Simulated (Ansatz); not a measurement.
For zinc-blende InP, r²SCAN+rVV10 (Ansatz, a program for electronic structure, PAW) gives:

* **lattice parameter a**: 5.886 Å
* **bulk modulus B0**: 70.6 GPa
* **cohesive energy**: 3.45 eV/atom
* **band gap**: 1.06 eV

**Question.** What does r²SCANh (Ansatz, plane waves, PAW) give for the same quantities?

**Answer.** 
- lattice constant a: 5.892 Å (increases by 0.1 %)
- bulk modulus: 71.1 GPa (increases by 0.7 %)
- cohesive energy: 3.24 eV/atom (falls by 0.21 eV/atom)
- band gap: 1.52 eV (increases by 0.46 eV)

For comparison: lattice constant a 5.858 Å (measured, static lattice: zero-point anharmonic expansion removed; as tabulated in Mejia-Rodriguez and Trickey (2018), arXiv:1807.09216); bulk modulus 72 GPa (measured, 0 K value with the zero-point phonon effect removed; as tabulated in Mejia-Rodriguez and Trickey (2018), arXiv:1807.09216); band gap 1.47 eV (measured, zero-point renormalisation of 0.05 eV added back here (the table's ZPR column); inputs from Chen et al. (2018), doi:10.1103/physrevmaterials.2.073803).

Changes are worked out from the printed values.

Unless a cell is named, each level is at its own relaxed cell (r²SCAN+rVV10 25.49, r²SCANh 25.57 Å³/atom).

Levels without +SOC leave out spin–orbit coupling, which shifts energies and cells of such heavy elements.

Levels without +SOC have no spin–orbit coupling; where heavier elements are present it shifts gaps, mostly down, and can invert bands. Density-functional gaps are differences of (generalised) Kohn–Sham levels.

Ansatz's density-functional and Hartree–Fock values are scalar-relativistic unless marked +SOC, with PAW data made under PBE.
